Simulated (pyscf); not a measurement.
Structures and frequencies: ωB97X-D3(BJ)/def2-SVP in PySCF.

SMILES: [OH][Ge]([NH2])([NH2])[NH2]
```xyz
12

N      1.4427     0.2301     0.1720
Ge    -0.2949     0.7692     0.0874
N     -0.3585     2.5536    -0.2404
N     -1.0483    -0.3676    -1.1255
O     -1.2736     0.6279     1.5695
H      2.0159     0.6988     0.8680
H      1.5904    -0.7738     0.2330
H      0.5043     2.9900    -0.5492
H     -0.8003     3.1061     0.4886
H     -1.9787    -0.0951    -1.4338
H     -0.4725    -0.5325    -1.9480
H     -1.6324    -0.2609     1.6716
```
Charge 0, spin multiplicity 1.

Question: What is the homolytic dissociation enthalpy (298 K, ωB97M-D3(BJ)/def2-TZVP) of the Ge–O bond of H₂N–Ge(NH₂)(NH₂)–OH, to H₂N–Ge•(NH₂)–NH₂ + OH•?

Answer: Ge–O to H₂N–Ge•(NH₂)–NH₂ + OH•: 105.9 kcal/mol. The 7 functionals that were run give +100.5 (B3LYP-D3(BJ)) to +110.3 kcal/mol (M06-2X). Other isomers of H₂N–Ge•(NH₂)–NH₂ were not searched in full and may lie lower. Left out: the spin-orbit lowering of OH. Elements up to Kr have no core potential and no relativistic terms here.
